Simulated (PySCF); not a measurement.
## Quadrupolar nuclei of `C=C(F)[S-]` in NMR

Compound: C₂H₂FS (charge -1).
Z-matrix (Å and degrees, PBE0-D3(BJ)/def2-SVP geometry), rows numbered from 1:
```
C 
C   1  1.3597
F   2  1.3827  1  113.03
S   2  1.6972  1  131.38  3   179.90
H   1  1.0945  2  120.36  3     0.02
H   1  1.0899  2  119.94  3  -179.95
```

Computed at PBE0/pcSseg-1 (PySCF, non-relativistic):

| atom | environment | nucleus | spin I | Q (b) | CQ = χzz (MHz) | η |
| --- | --- | --- | --- | --- | --- | --- |
| S4 | sulfur bonded to C | 33S | 3/2 | -0.0678 | -38.184 | 0.363 |

**Question.** Which field gradients stand behind these couplings (CQ in MHz = 234.96 × Q in b × Vzz in au)?

**Answer.** The tensor is traceless, so η fixes the two smaller values:

```json
{"atom": "S4", "Vxx (au)": "-0.763", "Vyy (au)": "-1.634", "Vzz (au)": "2.397", "Vzz (10²¹ V/m²)": "23.29"}
```

**Question.** At 9.4 T, set νQ = 3|CQ|/[2I(2I − 1)] beside the Larmor frequency (|g| × 7.62259 MHz/T × B; g(33S) = 0.42921), and give PQ = |CQ|√(1 + η²/3).

**Answer.** 
| atom | PQ (MHz) | νQ (MHz) | ν0 (MHz) | νQ/ν0 |
| --- | --- | --- | --- | --- |
| S4 | 39.01 | 19.09 | 30.75 | 0.621 |

For S4: PQ = 38.18 × 1.0217, νQ = 38.18 × 0.5000, ν0 = 3.2717 MHz/T × 9.4 T.

For S4 νQ isn't small against ν0, so the high-field expansions of solid-state NMR fail there at this field.

**Question.** Take a correlation time of 5 ps, isotropic tumbling and extreme narrowing. What quadrupolar relaxation rates and linewidths follow?

**Answer.** 1/T1 = 1/T2 = (3π²/10)(2I + 3)/[I²(2I − 1)] × PQ² × τc; the width is 1/(πT2).

| site | spin factor (2I + 3)/[I²(2I − 1)] | 1/T1 (s⁻¹) | T1 (ms) | linewidth (Hz) |
| --- | --- | --- | --- | --- |
| 33S at S4 | 1.333 | 30000 | 0.0333 | 9560 |

Solvent, lattice and vibrations would change these gradients. Isolated species at its PBE0-D3(BJ)/def2-SVP geometry, gas phase. The pcSseg-1 basis has no diffuse functions, a weakness for an anion. These gradients aren't converged with respect to the basis.
